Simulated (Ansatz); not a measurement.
# C3HN: the cost of one run

Computed with Ansatz 0.2.0 (the levels named in each step, unless a step's input says otherwise).

### 1 The structure to begin with

Bond lengths: C1–C2 1.204 Å, C2–C3 1.365 Å, C3–N4 1.148 Å, C1–H5 1.050 Å. Angles: C1–C2–C3 180.0°, C2–C1–H5 180.0°, C2–C3–N4 180.0°.

Coordinates:

```xyz
5

C     0.0000    0.0000   -1.2882
C     0.0000    0.0000   -0.0843
C     0.0000    0.0000    1.2812
N     0.0000    0.0000    2.4292
H     0.0000    0.0000   -2.3379
```

### 2 A rough first relaxation, PBE-D4/def2-SVP

This run stands in another session on the same molecule. It ended at:

```xyz
5

C     0.0000    0.0000   -1.3051
C     0.0000    0.0000   -0.0785
C     0.0000    0.0000    1.2960
N     0.0000    0.0000    2.4746
H     0.0000    0.0000   -2.3871
```

### 3 Relaxation, PBE0-D4/def2-TZVPP

This run stands in another session on the same molecule. It ended at:

```xyz
5

C     0.0000    0.0000   -1.2860
C     0.0000    0.0000   -0.0850
C     0.0000    0.0000    1.2839
N     0.0000    0.0000    2.4381
H     0.0000    0.0000   -2.3510
```

### 4 Frequencies, PBE0-D4/def2-TZVPP

File input.yaml:

```yaml
crystal:
  periodic: [false, false, false]
  atoms:
    - { symbol: C, position_ang: [0.0, 0.0, -1.2860443] }
    - { symbol: C, position_ang: [0.0, 0.0, -0.08498785] }
    - { symbol: C, position_ang: [0.0, 0.0, 1.28393658] }
    - { symbol: "N", position_ang: [0.0, 0.0, 2.4380813] }
    - { symbol: H, position_ang: [0.0, 0.0, -2.35098572] }
basis:
  gaussian: { orbitals: def2-TZVPP }
hamiltonian:
  xc: pbe0
  dispersion: d4
phonons: {}
```

Started as:

```bash
$ ansatz run input.yaml --threads 4 --pin off --max-ram 10240MiB --backend cpu --events-out ev --progress --plain --runs-dir out
```

**Question.** How long does this run take on 4 threads of Arm Neoverse V1, shared host, and how much memory does it need?

About 23 s, with a peak of 0.21 GiB.
